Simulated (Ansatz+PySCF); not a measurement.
singlet C₂H₄O₂: levels of theory in one basis

```yaml
atoms:
  - { symbol: C, position_ang: [0.0000, -0.8542, -0.0602] }
  - { symbol: O, position_ang: [0.0000, -0.8423, 1.0411] }
  - { symbol: O, position_ang: [0.0000, 0.1339, -0.7816] }
  - { symbol: C, position_ang: [0.0000, 1.2875, -0.1691] }
  - { symbol: H, position_ang: [0.0000, -1.6944, -0.6409] }
  - { symbol: H, position_ang: [0.0000, 1.9921, -0.8903] }
  - { symbol: H, position_ang: [-0.8206, 1.3850, 0.4153] }
  - { symbol: H, position_ang: [0.8206, 1.3850, 0.4153] }
```

Basis set: def2-SVP (spherical functions). Left uncorrelated: 4 orbitals. Charge 0, multiplicity 1.

Computed with Ansatz (development build ahead of 0.2.0); each method stands on the lowest determinant of its kind that the runs found.

```json
{"method": "RHF", "E − E(RHF) (eV)": "0.00", "<S²> of the determinant": "0.00"}
{"method": "RHF-CCSD", "E − E(RHF) (eV)": "-17.48", "<S²> of the determinant": "–"}
{"method": "RHF-CCSD(T)", "E − E(RHF) (eV)": "-17.93", "<S²> of the determinant": "–"}
```

Q: What does RHF-MP2 give on the same scale?

A: -16.71 eV.

Q: Is a single determinant a sound starting point here?

A: By this sign, yes. Unrestricted orbitals gain 0.00 eV and <S²> is 0.00 against 0.00 for a pure state.
